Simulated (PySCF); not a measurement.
Gas-phase reaction: 3 PH ⇌ 2 P + PH3

Computed with PySCF (xtb for GFN2) and rigid-rotor harmonic-oscillator thermochemistry at 1 bar. 'Table' is the NASA 1993 thermochemical table (part measured, part estimated). † marks an energy on the PBE0/def2-TZVP geometry and frequencies; other levels use their own. CCSD(T) freezes the core. Open shells (unrestricted): PH (multiplicity 3), P (multiplicity 4); the rest are closed-shell singlets. GFN2 has no spin-polarisation term. B3LYP is the form with VWN-RPA correlation. CCSD(T) isn't extrapolated to the basis-set limit; its ΔH°(298 K) is -91.3 kJ in def2-SVP and -80.5 kJ in def2-TZVPP. The harmonic model lacks anharmonicity and excited electronic states, which grow with temperature; levels with a mode under 35 cm⁻¹ are left out. The table's entry may be an old estimate for PH (not checked at source).

log10 K (1 bar standard state):

| T (K) | table | B3LYP/def2-TZVP† | CCSD(T)/def2-SVP† | GFN2-xTB |
|---|---|---|---|---|
| 500 | 4.6 | 1.5 | 6.8 | -3.1 |
| 1200 | 0.3 | -1.0 | 1.2 | -2.9 |
| 1600 | -0.5 | -1.4 | 0.3 | -2.8 |
| 1800 | -0.7 | -1.5 | 0.0 | -2.8 |
| 2000 | -0.9 | -1.6 | -0.3 | -2.7 |
Ten kJ in ΔG° is worth 1.04 decades in K at 500 K and 0.26 at 2000 K.
